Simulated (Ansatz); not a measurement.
# Breaking a bond in CF2 (SMILES F[C]F)

The species is CF2 (3 atoms), meant as a singlet with charge 0. SMILES: `F[C]F`. The shape is that of a GFN2-xTB optimisation.

```xyz
3

F     0.3969    1.0328    0.3328
C     0.3268   -0.2722    0.1497
F    -0.7238   -0.7606   -0.4825
```

The F1–C2 distance is scanned; the parts on either side stay rigid. Basis STO-3G, 3 core orbitals frozen in the correlated methods; program Ansatz 0.2.0. FCI is exact within this basis and core. Energies in eV from each method's value at 1.320 Å; methods without a U are spin-restricted. The shape above is that at 1.320 Å.

| distance (Å) | HF | MP2 | CCSD | CCSD(T) | CCSDT | FCI |
| --- | --- | --- | --- | --- | --- | --- |
| 1.320 | 0.00 | 0.00 | 0.00 | 0.00 | 0.00 | 0.00 |
| 1.650 | 1.90 | 1.50 | 1.17 | 1.12 | 1.05 | 1.03 |
| 1.979 | 4.82 | 3.66 | 2.71 | 2.67 | 2.60 | 2.56 |
| 2.639 | 8.93 | 5.10 | 3.61 | 3.44 | 3.57 | 3.54 |
| 3.299 | 10.65 | 3.57 | 3.73 | 3.42 | 3.67 | 3.63 |

Departure from the FCI curve at its largest: HF +7.02 eV at 3.30 Å; MP2 +1.56 eV at 2.64 Å; CCSD +0.15 eV at 1.98 Å; CCSD(T) -0.21 eV at 3.30 Å; CCSDT +0.04 eV at 1.98 Å. The curve of MP2 turns over, which the reference doesn't. Restricted Hartree–Fock keeps the electrons paired, so it rises far too high as the bond breaks.
